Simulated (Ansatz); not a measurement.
Molecule (SMILES): Cl[Si](Cl)(Cl)Cl.
Atoms: Si1, Cl2, Cl3, Cl4, Cl5. Bonds: Si1-Cl2, Si1-Cl3, Si1-Cl4, Si1-Cl5.

Basis-set convergence of the highest harmonic wavenumber at B3LYP with Ansatz (a program for electronic structure). Each level at its own minimum, finite differences of forces, unscaled; the reference is a large set that could be run, not a limit. All functions are spherical. The program fits the integrals of some runs and decomposes those of others, by size. No added dispersion term, no relativity. Reference: the value in aug-pcseg-3, 598 cm⁻¹. Deviations are taken from unrounded values.

```json
[
 {"basis": "pcseg-0", "functions": "65", "highest harmonic wavenumber (cm⁻¹)": "522", "minus reference (cm⁻¹)": "-76"},
 {"basis": "pcseg-1", "functions": "90", "highest harmonic wavenumber (cm⁻¹)": "594", "minus reference (cm⁻¹)": "-4"},
 {"basis": "aug-pcseg-1", "functions": "135", "highest harmonic wavenumber (cm⁻¹)": "593", "minus reference (cm⁻¹)": "-5"},
 {"basis": "pcseg-2", "functions": "170", "highest harmonic wavenumber (cm⁻¹)": "602", "minus reference (cm⁻¹)": "4"},
 {"basis": "aug-pcseg-2", "functions": "250", "highest harmonic wavenumber (cm⁻¹)": "598", "minus reference (cm⁻¹)": "0"},
 {"basis": "pcseg-3", "functions": "320", "highest harmonic wavenumber (cm⁻¹)": "599", "minus reference (cm⁻¹)": "1"},
 {"basis": "aug-pcseg-3", "functions": "445", "highest harmonic wavenumber (cm⁻¹)": "598", "minus reference (cm⁻¹)": "0"}
]
```

The smallest set listed that lies within 20 cm⁻¹ of the reference with all its larger relatives (same family, alike in diffuse functions; a set with none counts only in the reference's own line) is pcseg-1 (90 functions, -4 cm⁻¹ off).
